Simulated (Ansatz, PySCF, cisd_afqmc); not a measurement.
Species: CH4O, charge 0, singlet. CH4O (methanol, SMILES CO).
B3LYP-D3(BJ)/def2-TZVP minimum from Ansatz (an electronic-structure program):
```
C
H 1 1.0891
H 1 1.0957 2 108.34
H 1 1.0957 2 108.34 3 -117.92
O 1 1.4207 2 106.80 3 121.04
H 5 0.9621 1 108.72 2 -180.00
```
Charge 0, spin multiplicity 1.

Atomisation energy term by term, kcal/mol (programs: Ansatz, cisd_afqmc). Open shells are spin-unrestricted; no spin-orbit coupling. Correlated methods leave the cores frozen. Rows without X2C or -DK are non-relativistic. The Monte Carlo rows (phaseless AFQMC, CISD trial, step 0.005/hartree) carry one-sigma bars that omit the constraint's bias. Outlying blocks are dropped, and bars are widened where a walk drifts. Over all cases where full CI ran beside it in this data, AFQMC minus full CI had a median of +0.1 mEh and passed +0.4 mEh in a tenth of the cases. CBS(X,Y): correlation extrapolated as X^-3, Hartree-Fock from the larger set (Q,5: extrapolated as (X+1)exp(-9√X)). A bracket is a step between two methods taken in the basis named. 'core' is core correlation in cc-pwCVTZ, 'X2C' scalar relativity in cc-pVTZ-DK, both at CCSD(T). Where a partner has so few electrons that a lower coupled-cluster level is exact, that level stands in.

| term | basis | kcal/mol |
|---|---|---|
| Hartree-Fock | CBS(cc-pVQZ,cc-pV5Z) | 369.50 |
| CCSD correlation | CBS(cc-pVQZ,cc-pV5Z) | 135.76 |
| (T) | CBS(cc-pVQZ,cc-pV5Z) | 7.06 |
| CCSDT(Q) - CCSD(T) | cc-pVTZ | 0.02 |
| core correlation | cc-pwCVTZ | 1.44 |
| scalar relativity | X2C, cc-pVTZ-DK | -0.47 |
| minus zero-point energy | Hessian by PySCF at B3LYP-D3(BJ)/def2-TZVP | -32.03 |
| sum: D0 |  | 481.3 |

The step beyond CCSD(T) by other levels: AFQMC/CISD in cc-pVDZ 0.49 ± 0.12; CCSDT(Q) in cc-pVDZ 0.41; AFQMC/CISD in cc-pVTZ 0.24 ± 0.16 kcal/mol.
